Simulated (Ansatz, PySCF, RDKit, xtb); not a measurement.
**Which structure has the formula CH2MgS?**

Only the formula CH2MgS is given. Aim: find the structure of lowest free energy at 1000 K, then its properties.

The funnel: GFN2-xTB relaxations, single points with a density functional, relaxations at BLYP-D3(BJ)/def2-SVP, harmonic vibrations, and a last energy at a higher level. All values are calculated.

7 further runs of the same task are left out: 7 set aside as unsound or not needed.

**1. Drawing up candidates**

A program enumerates the bonding patterns with one Lewis structure each (two rings at most, one unusual centre or charged pair), with their diastereomers. O–O, O–halogen and N–halogen bonds and N–N–N chains are not drawn. That gives 8 candidates.

```tsv
label	SMILES	spin
c501	C#[S][MgH]	singlet
c585	[CH][Mg][SH]	singlet
c724	[MgH][CH]=S	singlet
c848	[CH]1=[S+][MgH-]1	singlet
c858	[MgH][C]#[SH]	singlet
c865	[CH2]1[Mg][S]1	singlet
c907	[CH]1=[SH][Mg]1	singlet
c998	[CH][Mg][SH]	triplet
```

Candidates are built by distance geometry, with a force field where one applies, in up to four conformers (letters a to d). 16 starts with atoms placed at random are added, to find patterns that the rules miss.

**Question.** With final energies at CCSD(T)/def2-TZVPP, which structure will this search put lowest in free energy, and by what margin?

| quantity | value |
| --- | --- |
| lowest structure found | [CH2][S][Mg], triplet, C1 |
| next finalist | [CH]1[MgH][S]1 ‡, singlet, 3.2 kcal/mol higher in G |
| share at equilibrium, among the finalists | 82.9 % |
| harmonic wavenumbers, lowest and highest (BLYP-D3(BJ)/def2-SVP) | 74 and 3126 cm⁻¹ |
| rotational constants, same geometry | 0.4773, 0.1838, 0.1364 cm⁻¹ |
| dipole moment (PBE0/def2-TZVPD) | 2.71 D |
| HOMO energy (highest over α and β) (PBE0/def2-TZVPD) | -5.51 eV |
| LUMO energy (lowest over α and β) (PBE0/def2-TZVPD) | -2.65 eV |
| lowest excitation (TD-B3LYP/def2-SVPD) | 2.14 eV (f = 0.002) |
| strongest of the states computed, same level | 3.41 eV (f = 0.101) |
| vertical ionisation energy (to the doublet cation) | 7.39 eV |
| vertical electron affinity | 1.22 eV |
| vertical singlet less triplet | +1.07 eV |

`[CH2][S][Mg]` comes out lowest. The margin, 3.2 kcal/mol, is modest. The thermal terms turn the order: in electronic energy alone `[CH]1[MgH][S]1` ‡ is lowest. HF/def2-TZVPP and MP2/def2-TZVPP already put its bonding pattern lowest among the structures in one piece; BLYP-D3(BJ)/def2-SVP favours the singlet [CH]1[MgH][S]1 ‡. A candidate that fell apart on refinement lay below the next finalist; fragments are not ranked, and their entropy would favour them further. The stability test raises a flag; for an open shell a flag towards a general spinor solution can be the free rotation of the spin. Lowest found is not proven lowest: the search is finite, and each finalist counts with one conformer. Bonds to the alkali or alkaline-earth atom are largely ionic, and its place along soft bends is ill-defined.

‡ marks the bonded skeleton alone, with all bonds drawn single: no Lewis structure was assigned that passes a check against the bond lengths.
